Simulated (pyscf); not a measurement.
Structures and frequencies: ωB97X-D3(BJ)/def2-SVP in PySCF.

Q: For the elementary gas-phase step H₃C–CH₂–SH -> H₂S + ethylene (H₂C=CH₂) (singlet surface; C–S, C–H broken, H–S formed), what barrier and reaction energy does ωB97X-D3(BJ)/def2-TZVP give, measured from the reactant's lowest minimum found?

A: ΔE‡ = 3.39 eV, ΔE = +1.18 eV. CCSD(T)/def2-TZVPP + ΔMP2(QZVPP) gives 3.11 eV and +0.99 eV. Zero-point energy shifts the barrier by -0.22 eV. It is an elimination, with an imaginary mode of 1331i cm⁻¹. On the reactant side the descent ends in a point that may be a rotor saddle (no frequency run), 0.15 eV over the lowest minimum found and 3.24 eV under the saddle at ωB97X-D3(BJ)/def2-TZVP. One saddle was located; it need not be the lowest between these sides. The CCSD(T) − MP2 part came from Ansatz, without density fitting, on the same reference.
